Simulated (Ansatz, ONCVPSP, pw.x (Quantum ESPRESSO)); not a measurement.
What a changed setting does to a pw.x run (diamond Al)

Potential: optimised norm-conserving Vanderbilt (ONCV), ONCVPSP 4.0.1, LDA (Perdew-Wang 92); core [Ne], reference 3s2 3p0.5; waves: 3s: rc 1.60 bohr, ncon 3, nbas 6, qcut 4.3 1/bohr, 1 projector; 3p: rc 2.60 bohr, ncon 5, nbas 8, qcut 3.8 1/bohr, 2 projectors, debl 3.2 Ha; d scattering state at 0.22 Ha: rc 2.70 bohr, ncon 4, nbas 7, qcut 3.1 1/bohr, 1 projector; local part: polynomial inside 1.30 bohr (lpopt 5, dvloc0 -1 Ha); core correction: Teter function, fcfact 2.5, rcfact 1.6.

The reference run (k-mesh 8³, cutoffs 50/200 Ry, Fermi–Dirac 0.01 Ry, mixing_beta 0.4, conv_thr 1e-9, no spin) gives 0.05 GPa at 26.369 Å³/atom, where all-electron LAPW gives -0.01 GPa. This run, with its own iteration cap, changes conv_thr to 1e-06.

```
&control
  calculation='scf', prefix='x', pseudo_dir='./', outdir='./tmp', tstress=.true., disk_io='none'
/
&system
  ibrav=0, nat=2, ntyp=1, ecutwfc=50, ecutrho=200, nbnd=10,
  occupations='smearing', smearing='fd', degauss=0.01
/
&electrons
  conv_thr=1e-06, mixing_beta=0.4, electron_maxstep=70
/
ATOMIC_SPECIES
Al 1.0 Al.UPF
CELL_PARAMETERS angstrom
  0.00000000 2.97644517 2.97644517
  2.97644517 0.00000000 2.97644517
  2.97644517 2.97644517 0.00000000
ATOMIC_POSITIONS crystal
Al 0.0000 0.0000 0.0000
Al 0.2500 0.2500 0.2500
K_POINTS automatic
8 8 8 0 0 0
```

```bash
pw.x < Al.scf.in > Al.scf.out
```

How does the run end?

It converges in 4 iterations; the free energy moves by +0.0 meV/atom and the pressure by -0.01 GPa. The result is that of the reference run.

```
Message from routine setup:
     using ibrav=0 with symmetry is DISCOURAGED, use correct ibrav instead
     lattice parameter (alat)  =       7.9545  a.u.
     unit-cell volume          =     355.8937 (a.u.)^3
     number of electrons       =         6.00
     number of Kohn-Sham states=           10
     kinetic-energy cutoff     =      50.0000  Ry
     charge density cutoff     =     200.0000  Ry
     scf convergence threshold =      1.0E-06
     Exchange-correlation= SLA  PW   NOGX NOGC
     number of k points=    29  Fermi-Dirac smearing, width (Ry)=  0.0100
     iteration #  1     ecut=    50.00 Ry     beta= 0.40
     total energy              =      -9.09779175 Ry
     estimated scf accuracy    <       0.02208197 Ry
     iteration #  2     ecut=    50.00 Ry     beta= 0.40
     total energy              =      -9.09638369 Ry
     estimated scf accuracy    <       0.00609036 Ry
     iteration #  3     ecut=    50.00 Ry     beta= 0.40
     total energy              =      -9.09680974 Ry
     estimated scf accuracy    <       0.00018093 Ry
     iteration #  4     ecut=    50.00 Ry     beta= 0.40
     the Fermi energy is     2.8862 ev
!    total energy              =      -9.09682943 Ry
     estimated scf accuracy    <       0.00000020 Ry
     smearing contrib. (-TS)   =      -0.00673546 Ry
     The total energy is F=E-TS. E is the sum of the following terms:
     one-electron contribution =       3.12771150 Ry
     hartree contribution      =       0.39307195 Ry
     xc contribution           =      -3.99148901 Ry
     ewald contribution        =      -8.61938841 Ry
     convergence has been achieved in   4 iterations
          total   stress  (Ry/bohr**3)                   (kbar)     P=        0.39
     Message from routine punch:
     Nothing written, as per user request (disk_io='none')
```

The run took about 6.2 s on one core of a shared host (Intel(R) Xeon(R) Platinum 8259CL CPU @ 2.50GHz, 96 threads, 755 GiB, load 29).
